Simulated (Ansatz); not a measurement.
Molecule (SMILES): [C-]#[NH+] (C-NH).
Geometry (B3LYP-D3(BJ)/def2-TZVP, fixed):
```
N
C 1 1.1640
H 1 0.9974 2 180.00
```

Basis-set convergence of the dipole moment at PBE with Ansatz (a program for electronic structure). Dipoles come from the density behind the forces; the sign is taken along the dipole that this method gives in the largest set. Cartesian d functions, on some or all atoms, in 6-31+G*; all else is spherical. The program fits the integrals of some runs and decomposes those of others, by size. No added dispersion term, no relativity. Reference: the value in aug-pcseg-3, 3.118 D. Deviations are taken from unrounded values.

```csv
basis,functions,dipole moment (D),minus reference (D)
STO-3G,11,2.696,-0.422
pcseg-0,20,3.155,0.037
cc-pVDZ,33,3.102,-0.016
6-31+G*,40,3.149,0.031
6-311+G**,50,3.144,0.025
aug-cc-pVDZ,55,3.130,0.012
pcseg-2,74,3.127,0.008
def2-TZVPP,76,3.137,0.019
"6-311++G(3df,3pd)",96,3.124,0.006
aug-cc-pVTZ,115,3.120,0.002
d-aug-cc-pVTZ,156,3.120,0.001
def2-QZVPPD,159,3.118,0.000
cc-pV5Z,237,3.113,-0.005
```
